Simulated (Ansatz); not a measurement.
# CHAlO (triplet): from Hartree-Fock to the top rungs, cc-pVDZ

The task here is to estimate one member of a computed series from the others.

Program: Ansatz 0.2.0, Gaussian basis. Level of theory: cc-pVDZ, core rule «outside noble gas», up to 7 orbitals frozen. These are calculated values, not measurements.

Plan: UHF; CCSD(T) on ROHF; CCSD(T) on UHF; BCCD(T) on ROHF; CISD; CCSDT(Q) on ROHF; CCSDT(Q) on UHF; CASSCF and MRCISD+Q, 10 electrons in 10 orbitals; CASSCF and NEVPT2, 10 electrons in 10 orbitals.

31 further runs of the same task are left out: 15 that didn't finish, 16 set aside as unsound or not needed.

## What is computed

The geometry is a PBE0/def2-TZVP stationary point (not a proven minimum).

4 atoms, charge 0, spin multiplicity 3.

Atoms are counted from 1 here; the program's logs count them from 0.

Bond lengths: C1–Al2 1.857 Å, C1–H4 1.080 Å, Al2–O3 1.597 Å. Angles: Al2–C1–H4 180.0°, C1–Al2–O3 180.0°.

As a file:

```xyz
4
CHAlO
C     0.00000    0.00000    1.05769
Al    0.00000    0.00000   -0.79917
O     0.00000    0.00000   -2.39602
H     0.00000    0.00000    2.13750
```

Set-up of the first run:

in.yaml

```yaml
crystal:
  periodic: [false, false, false]
  atoms:
    - {symbol: C, position_ang: [0.000000, 0.000000, 1.057693]}
    - {symbol: Al, position_ang: [0.000000, 0.000000, -0.799174]}
    - {symbol: O, position_ang: [0.000000, 0.000000, -2.396024]}
    - {symbol: H, position_ang: [0.000000, 0.000000, 2.137505]}
basis:
  gaussian: {orbitals: cc-pVDZ}
magnetization: {spin_polarized: true, initial_magnetization: 2}
hamiltonian: {xc: hf}
output: {orbitals: {seedname: orbitals}}
```

The run is started by

```sh
> ansatz run in.yaml --threads 1 --pin off --events-out ev --progress --plain --max-ram 2393MiB
```

Among the steps run: UHF; CCSD(T) on ROHF; CCSD(T) on UHF; BCCD(T) on ROHF; CISD; CCSDT(Q) on ROHF; CCSDT(Q) on UHF; CASSCF and MRCISD+Q, 10 electrons in 10 orbitals; CASSCF and NEVPT2, 10 electrons in 10 orbitals.

One of the session's tables, all rows but one given; the rest of the session is left out.

```
   method  from RCCSDT(Q) (kJ/mol)
     ROHF                   +990.5
      UHF                        ?
     RMP2                    +80.0
     UMP2                    +78.8
     CISD                   +136.0
    RCCSD                    +42.7
    UCCSD                    +42.3
 RCCSD(T)                     +6.6
 UCCSD(T)                     +6.5
  BCCD(T)                     +6.0
   RCCSDT                     +2.6
   UCCSDT                     +2.6
RCCSDT(Q)                        0
UCCSDT(Q)                     -3.6
```

Q: Estimate the row for UHF from the others.

**Answer.** from RCCSDT(Q) (kJ/mol): +970.7. In the column «from RCCSDT(Q) (kJ/mol)» it lies between CISD (+136.0) and ROHF (+990.5).

Left out of the table: CASSCF frontier, NEVPT2 frontier, MRCISD frontier, MRCISD+Q frontier (the active space lost an orbital or holds another state than full CI finds).

Limits of these values: Restricted and unrestricted rows rest on different reference determinants; where their highest levels disagree by more than a few hundredths of an eV, they describe different states and don't form one ladder. Warnings in the runs' records: passed over end.
